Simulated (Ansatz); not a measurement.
# CH6AlO+ (SMILES C[OH+][AlH2]): functionals against CCSD(T) at one geometry

Aim: energy, forces and dipole at a structure displaced at random from a GFN2-xTB minimum, from CCSD(T) and from density functionals.

Method: single points in def2-TZVPP; program: Ansatz 0.2.0, Gaussian basis.

Correlated methods freeze the cores.

**1. Starting geometry**

SMILES `C[OH+][AlH2]`, 9 atoms, charge 1, spin multiplicity 1.

Atoms are counted from 1 here; the program's logs count them from 0.

Bond lengths: C1–O2 1.425 Å, C1–H4 1.102 Å, C1–H5 1.244 Å, C1–H6 0.835 Å, O2–Al3 1.878 Å, O2–H7 0.859 Å, Al3–H8 1.780 Å, Al3–H9 1.392 Å. Angles: O2–C1–H4 123.7°, O2–C1–H5 100.8°, O2–C1–H6 111.2°, H4–C1–H5 108.7°, H4–C1–H6 111.3°, H5–C1–H6 97.2°, C1–O2–Al3 112.8°, C1–O2–H7 138.8°, Al3–O2–H7 107.5°, O2–Al3–H8 108.7°, O2–Al3–H9 126.6°, H8–Al3–H9 124.6°.

Geometry (Å):

| atom | x (Å) | y (Å) | z (Å) |
| --- | --- | --- | --- |
| C1 | -0.2535 | 1.1062 | -0.4141 |
| O2 | 0.3939 | -0.1590 | -0.5232 |
| Al3 | 0.3235 | -1.1520 | 1.0690 |
| H4 | -0.8777 | 1.4015 | 0.4445 |
| H5 | -0.9618 | 1.0952 | -1.4361 |
| H6 | 0.2550 | 1.7260 | -0.6467 |
| H7 | 0.9264 | -0.5677 | -1.0584 |
| H8 | 1.3436 | -2.5987 | 0.8848 |
| H9 | -0.4284 | -0.8529 | 2.2019 |

**2. CCSD(T)/def2-TZVPP**

run/in.yaml

```yaml
crystal:
  periodic: [false, false, false]
  atoms:
    - {symbol: C, position_ang: [-0.253500, 1.106200, -0.414100]}
    - {symbol: O, position_ang: [0.393900, -0.159000, -0.523200]}
    - {symbol: Al, position_ang: [0.323500, -1.152000, 1.069000]}
    - {symbol: H, position_ang: [-0.877700, 1.401500, 0.444500]}
    - {symbol: H, position_ang: [-0.961800, 1.095200, -1.436100]}
    - {symbol: H, position_ang: [0.255000, 1.726000, -0.646700]}
    - {symbol: H, position_ang: [0.926400, -0.567700, -1.058400]}
    - {symbol: H, position_ang: [1.343600, -2.598700, 0.884800]}
    - {symbol: H, position_ang: [-0.428400, -0.852900, 2.201900]}
basis:
  gaussian: {orbitals: def2-TZVPP}
total_charge: 1
correlation: {method: ccsd_t}
output: {forces: true}
```

The command line of these runs was not kept.

**3. PBE0-D4/def2-TZVPP**

run/in.yaml, as its differences from that of step 2:

```diff
@@ -15,3 +15,3 @@
 total_charge: 1
-correlation: {method: ccsd_t}
-output: {forces: true}
+hamiltonian: {xc: pbe0, dispersion: d4}
+output: {forces: true, orbitals: {seedname: orbitals}}
```

**4. wB97M-V/def2-TZVPP**

run/in.yaml, as its differences from that of step 3:

```diff
@@ -15,3 +15,3 @@
 total_charge: 1
-hamiltonian: {xc: pbe0, dispersion: d4}
-output: {forces: true, orbitals: {seedname: orbitals}}
+hamiltonian: {xc: {name: wB97M-V}}
+output: {forces: true}
```

**5. r2SCAN-D4/def2-TZVPP**

run/in.yaml, as its differences from that of step 4:

```diff
@@ -15,3 +15,3 @@
 total_charge: 1
-hamiltonian: {xc: {name: wB97M-V}}
+hamiltonian: {xc: r2scan, dispersion: d4}
 output: {forces: true}
```

**6. PBE-D4/def2-TZVPP**

run/in.yaml, as its differences from that of step 5:

```diff
@@ -15,3 +15,3 @@
 total_charge: 1
-hamiltonian: {xc: r2scan, dispersion: d4}
+hamiltonian: {xc: pbe, dispersion: d4}
 output: {forces: true}
```

**7. wB97X-V/def2-TZVPP**

run/in.yaml, as its differences from that of step 6:

```diff
@@ -15,3 +15,3 @@
 total_charge: 1
-hamiltonian: {xc: pbe, dispersion: d4}
+hamiltonian: {xc: {name: wB97X-V}}
 output: {forces: true}
```

**8. B97M-V/def2-TZVPP**

run/in.yaml, as its differences from that of step 7:

```diff
@@ -15,3 +15,3 @@
 total_charge: 1
-hamiltonian: {xc: {name: wB97X-V}}
+hamiltonian: {xc: {name: B97M-V}}
 output: {forces: true}
```

(Steps that only read results are left out.)

What does the calculation give? Wanted: energy less free atoms, CCSD(T)/def2-TZVPP; RMS force component; RMS force error; HOMO and LUMO, PBE0-D4; T1 diagnostic.

As calculated:

```
                                  quantity                                                                                          value
energy less free atoms, CCSD(T)/def2-TZVPP                                                                                 -1782.1 kJ/mol
                       RMS force component                                                           5.753 to 5.877 eV/Å over the methods
                           RMS force error  PBE0-D4 0.121, wB97M-V 0.090, r2SCAN-D4 0.060, PBE-D4 0.198, wB97X-V 0.060, B97M-V 0.127 eV/Å
                    HOMO and LUMO, PBE0-D4                                                                            -13.49 and -6.51 eV
                             T1 diagnostic                                                                                          0.010
```

Against CCSD(T) the functionals' energies less atoms differ by -75.5 to -27.1 kJ/mol, PBE-D4 by -60.6 kJ/mol. The reference is not at the basis limit: in triple zeta CCSD(T) underbinds, which counts against methods that bind more; the gaps are no ranking. The forces of r2SCAN-D4 come nearest to CCSD(T), those of PBE-D4 are farthest. Frozen-core CCSD(T) forces in triple zeta carry basis errors of their own, and this is one geometry, so small gaps rank nothing.
